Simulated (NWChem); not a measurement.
## Total energies of H2Si

```xyz
3

Si     0.0000     0.0000     0.1341
H      1.0961     0.0000    -0.9390
H     -1.0961     0.0000    -0.9390
```
Charge 0, spin multiplicity 1.

Program: NWChem. All single points use one geometry, from PBE0/def2-SVP, a minimum by its harmonic frequencies.

Basis set: def2-QZVP (130 functions).

| method | total energy (Ha) | relative cost |
|---|---|---|
| RHF | -290.03460 | 1 |
| MP2 | -290.15185 | under 3 |
| B2PLYP | -290.50325 | 3 |
| PBE | -290.46914 | under 3 |
| B3LYP | -290.65222 | under 3 |
| BLYP | -290.62711 | under 3 |
| CCSD(T) | -290.18136 | 60 |

Total energies of different functionals aren't comparable as a measure of quality: only differences taken within one method are. Relative cost: rough, from shared machines, SCF included, RHF = 1.

The correlated methods keep 5 core orbitals frozen. B3LYP has NWChem's definition, with VWN1-RPA local correlation. The structure started from a generated list of species. No row is a measurement; the coupled-cluster row has its own basis-set and correlation limits.
